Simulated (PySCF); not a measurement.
Compound: C2F2O.
SMILES: `O=C=C(F)F`

Level: CAM-B3LYP/def2-SVPD in PySCF, non-relativistic, on one gas-phase PBE0-D3(BJ)/def2-SVP geometry that isn't relaxed in the solvent. The solvent is an IEF-PCM continuum (cavity from Bondi-type radii × 1.2), and excitations are vertical TDDFT with non-equilibrium linear response and a frozen core. Specific hydrogen bonds and non-electrostatic terms are outside this model.

Gas-phase singlets (H = HOMO, L = LUMO):

| state | E (eV) | λ (nm) | f | leading configuration |
| --- | --- | --- | --- | --- |
| S1 | 2.145 | 578 | 0.000 | H→L 100% |
| S2 | 6.026 | 206 | 0.011 | H→L+1 96% |
| S3 | 7.160 | 173 | 0.003 | H→L+2 91% |
| S4 | 8.003 | 155 | 0.000 | H-2→L 96% |
| S5 | 8.062 | 154 | 0.120 | H→L+3 71% |

Problem. How does the list change in chloroform (ε = 4.711)?

Solution. 
```
state  E (eV)  λ (nm)      f  leading configuration  change by rank (eV)
   S1   2.156     575  0.000               H→L 100%               +0.011
   S2   6.030     206  0.013              H→L+1 95%               +0.004
   S3   7.084     175  0.003              H→L+2 91%               -0.076
   S4   8.017     155  0.206              H→L+3 78%               +0.014
   S5   8.032     154  0.000              H-2→L 96%               -0.030
```

Problem. Give the list for dimethylsulfoxide (ε = 46.83), n² = 2.19.

Solution. 
```csv
state,E (eV),λ (nm),f,leading configuration,change by rank (eV)
S1,2.164,573,0.000,H→L 100%,+0.019
S2,6.042,205,0.013,H→L+1 95%,+0.016
S3,7.055,176,0.003,H→L+2 91%,-0.105
S4,8.022,155,0.218,H→L+3 78%,+0.019
S5,8.047,154,0.000,H-2→L 96%,-0.015
```

Problem. How do the frontier levels move from gas to dimethylsulfoxide?

Solution. 
| orbital | gas (eV) | solvent (eV) | change (eV) |
| --- | --- | --- | --- |
| LUMO+2 | 1.84 | 1.88 | +0.04 |
| LUMO+1 | 0.96 | 1.15 | +0.19 |
| LUMO | -1.51 | -1.27 | +0.24 |
| HOMO | -8.54 | -8.33 | +0.21 |
| HOMO-1 | -14.34 | -14.18 | +0.16 |
| HOMO-2 | -14.90 | -14.71 | +0.19 |
| HOMO-3 | -15.01 | -14.86 | +0.15 |

The HOMO–LUMO gap goes from 7.02 to 7.05 eV. Rows go by rank; for LUMO+2 the atom shares or the degeneracy differ between the runs, so the row needn't follow one orbital.
